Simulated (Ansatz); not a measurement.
A further run on the cluster SiS2.

```yaml
crystal:
  periodic: [false, false, false]
  atoms:
    - {symbol: Si, position_ang: [0.000023, -0.000044, -0.000004]}
    - {symbol: S, position_ang: [-1.708948, -0.885452, -0.050124]}
    - {symbol: S, position_ang: [1.708925, 0.885497, 0.050128]}
basis:
  gaussian: {orbitals: ANO-RCC-VTZP, point_charges: [{charge: -1.00, position_ang: [6.057, 0.794, 0.821]}]}
hamiltonian: {xc: {name: PBEsol}, dispersion: d3bj}
scf: {lower_state_search: off}
output: {forces: true}
```

```sh
$ ansatz run in.yaml --threads 4 --pin off --events-out ev --progress --plain --max-ram 3916MiB
```

Output, abridged:

```
Functional definition: PBEsol
997 factors; their error is unknown
mean field evaluation 1: about -29562.4249 eV, gradient 2.7e1 eV
mean field evaluation 2: about -29557.5562 eV, gradient 4.6e1 eV
mean field evaluation 4: about -29564.6008 eV, gradient 5.1e0 eV
mean field evaluation 8: about -29564.6168 eV, gradient 9.3e-2 eV
mean field evaluation 16: about -29564.6168 eV, gradient 2.6e-6 eV
mean field -29564.61682161 eV, -1086.4796285773 hartree, gradient 2.6e-6 eV, S^2 0.000000; 0 other end points of the search recorded, 0 dependent functions left out
reference -29564.61686855 eV, -1086.4796303023 hartree; 23, 23 occupied and 79, 79 virtual orbitals, 997 factors
Total energy: -29564.66363669 eV, -1086.4813489997 hartree
Relativity: scalar
Atom 0 at     0.000023    -0.000044    -0.000004 Å, force     0.467453     0.272957     0.005334 eV/Å
Atom 1 at    -1.708948    -0.885452    -0.050124 Å, force    -0.618564    -0.325426    -0.016819 eV/Å
Atom 2 at     1.708925     0.885497     0.050128 Å, force     0.235508     0.042485     0.028699 eV/Å
Dipole moment:     0.428324     0.126993     0.038608 e Å
Checks for a lower state left out: stability, starts, cluster_reference, orbital_swaps, neighbouring_geometries, increment
```

Hardware: 4 threads of Arm Neoverse V1 on a shared host. Wall time 1.2 s.

DK, ANO-RCC and x2c sets are all-electron and run with scalar relativity unless a key says otherwise.
